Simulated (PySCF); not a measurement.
Symmetry of computed structures. Computed with PBE0/pcSseg-1 in PySCF (dipole) on a GFN2-xTB geometry, gas phase. The symmetry is that of the one conformer found, every atom within 0.08 Å of its image; none is proved a minimum here.

Problem. `[CH3:1][C:2]#[C:3]/[C:4](=[CH:5]\[SiH2:6][O:7][CH3:8])[SiH2:9][Cl:10]` with C4–C5–Si6–O7 73°, C5–Si6–O7–C8 -176°, C3–C4–Si9–Cl10 175°: symmetry, top, dipole?

Solution. C1; asymmetric top; symmetry number 1; this conformer is chiral (no improper operation); dipole 3.29 D; A, B, C = 994.3, 445.9, 329.1 MHz.

Problem. `O=C=S`: symmetry, top, dipole?

Solution. C∞v; linear; symmetry number 1; dipole 0.69 D, along the axis.

Problem. Point group, rotor type and polarity of `[CH2:1]=[N:2][SiH2:3][Si@H:4]([O:5][CH3:6])[C:7](=[O:8])[O:9][CH3:10]` with C1–N2–Si3–Si4 -112°, N2–Si3–Si4–O5 -174°, Si3–Si4–O5–C6 -176°, Si3–Si4–C7–O8 -26°, Si4–C7–O9–C10 -179°?

Solution. C1; asymmetric top; symmetry number 1; this conformer is chiral (no improper operation); dipole 2.39 D; A, B, C = 1256, 662.5, 458.7 MHz.
